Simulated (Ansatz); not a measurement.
# PF (quintet): the correlation ladder, 6-31G

Aim: climb from Hartree-Fock through coupled cluster and multireference methods for PF (quintet) at one geometry and basis, and see what each rung misses.

Method: 6-31G, core rule «outside noble gas», up to 6 orbitals frozen; program: Ansatz 0.2.0, Gaussian basis.

The runs, in order: UHF; CCSD(T) on ROHF; CCSD(T) on UHF; BCCD(T) on ROHF; CISD; CCSDT(Q) on ROHF; CCSDT(Q) on UHF; CISDTQ; CCSDTQ on ROHF; CCSDTQ on UHF; CASSCF and MRCISD+Q, 12 electrons in 8 orbitals; CASSCF and NEVPT2, 12 electrons in 8 orbitals; Full CI.

19 further runs of the same task are left out: 8 that didn't finish, 11 set aside as unsound or not needed.

## (1) The geometry

The geometry is a PBE0/def2-TZVP stationary point (not a proven minimum) of the parent state, kept for this charge and spin.

2 atoms, charge 0, spin multiplicity 5.

Atoms are counted from 1 here; the program's logs count them from 0.

Bond lengths: F1–P2 1.593 Å.

As a file:

```xyz
2
charge 0, multiplicity 5
F     0.0000    0.0000    0.0000
P     0.0000    0.0000    1.5934
```

## (2) UHF

in.yaml

```yaml
crystal:
  periodic: [false, false, false]
  atoms:
    - {symbol: F, position_ang: [0.000000, 0.000000, 0.000000]}
    - {symbol: P, position_ang: [0.000000, 0.000000, 1.593400]}
basis:
  gaussian: {orbitals: 6-31G}
magnetization: {spin_polarized: true, initial_magnetization: 4}
hamiltonian: {xc: hf}
output: {orbitals: {seedname: orbitals}}
```

Run with:

```console
$ ansatz run in.yaml --threads 1 --pin off --events-out ev --progress --plain --max-ram 2393MiB
```

After this run come: CCSD(T) on ROHF; CCSD(T) on UHF; BCCD(T) on ROHF; CISD; CCSDT(Q) on ROHF; CCSDT(Q) on UHF; CISDTQ; CCSDTQ on ROHF; CCSDTQ on UHF; CASSCF and MRCISD+Q, 12 electrons in 8 orbitals; CASSCF and NEVPT2, 12 electrons in 8 orbitals; Full CI.

Before running them: what should the planned runs give, taken together? Wanted: FCI below the RHF energy; RMP2 from FCI; UMP2 from FCI; RCCSD from FCI; RCCSD(T) from FCI; UCCSD(T) from FCI; RCCSDT(Q) from FCI; UCCSDT(Q) from FCI; NEVPT2 valence from FCI.

**Answer**, as computed:

| quantity | value |
| --- | --- |
| FCI below the RHF energy | -4.0428 eV |
| RMP2 from FCI | +150.7 meV |
| UMP2 from FCI | +222.5 meV |
| RCCSD from FCI | +67.2 meV |
| RCCSD(T) from FCI | +19.2 meV |
| UCCSD(T) from FCI | +18.6 meV |
| RCCSDT(Q) from FCI | -0.4 meV |
| UCCSDT(Q) from FCI | -1.2 meV |
| NEVPT2 valence from FCI | +546.0 meV |
| MRCISD+Q valence from FCI | +90.6 meV |
| levels within 1 kcal/mol (43 meV) | RCCSD(T), UCCSD(T), BCCD(T), RCCSDT, UCCSDT, CISDTQ, RCCSDT(Q), UCCSDT(Q), RCCSDTQ, UCCSDTQ |
| T1 diagnostic | 0.021 |
| effectively unpaired electrons | 4.01 |

In words: RCCSD(T) lands +19.2 meV from the yardstick (0.5 % of the correlation energy). One determinant dominates. Of the multireference levels listed MRCISD+Q valence comes nearest in total energy (+90.6 meV), which doesn't show that its space is the better one. These misses are within one basis, not against nature; the frozen cores of restricted and unrestricted runs differ, which can shift their rows.
